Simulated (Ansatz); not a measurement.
Barrier CH4FO, charge -1 via CH4FO, on the benchmark's geometries as Psi4's copy gives them; open shells unrestricted, no zero-point energy, no spin–orbit coupling.
Transition structure (charge -1, multiplicity 1):
```xyz
7

F      0.023    -0.007     0.006
C     -0.018     0.005     1.765
H      1.048     0.005     1.854
H     -0.548     0.935     1.792
H     -0.549    -0.923     1.806
O      0.001     0.019     3.751
H     -0.927     0.032     3.998
```

Frozen-core correlation. MP2 and its Hartree–Fock in aug-cc-pVQZ are density fitted.

Programs: Ansatz (Gaussian basis) for Hartree–Fock, density functionals and correlated methods. 

The barrier height is − E(CH4FO) + E(TS). Total energies (hartree):

| level | CH4FO | TS |
|---|---|---|
| HF/aug-cc-pVTZ | -214.5280217 | -214.4979545 |
| MP2/aug-cc-pVTZ | -215.2652107 | -215.2468695 |
| HF/aug-cc-pVQZ | -214.5420952 | -214.5117258 |
| MP2/aug-cc-pVQZ | -215.3272248 | -215.3087053 |
| CCSD(T)/aug-cc-pVTZ | -215.3028095 | -215.2855893 |

Work out the barrier height at the basis-set limit: extrapolate the MP2 correlation part as X⁻³, take Hartree–Fock from the larger set, and add the CCSD(T) − MP2 difference of aug-cc-pVTZ.


1. Differences (1 hartree = 627.509 kcal/mol): HF/aug-cc-pVTZ 18.867; MP2/aug-cc-pVTZ 11.509; HF/aug-cc-pVQZ 19.057; MP2/aug-cc-pVQZ 11.621; CCSD(T)/aug-cc-pVTZ 10.806.
2. Correlation parts, MP2 less HF: -7.358 in aug-cc-pVTZ (X = 3), -7.436 in aug-cc-pVQZ (X = 4).
3. Limit (4³·(-7.436) − 3³·(-7.358))/(4³ − 3³) = -7.493; with HF/aug-cc-pVQZ it gives 11.564.
4. CCSD(T) less MP2 in aug-cc-pVTZ: -0.703.
Result: 10.86 kcal/mol, against 11.51 at MP2/aug-cc-pVTZ. It is an estimate of this method's limit, not of the exact value.

Ansatz is a quantum-chemistry and plane-wave program.
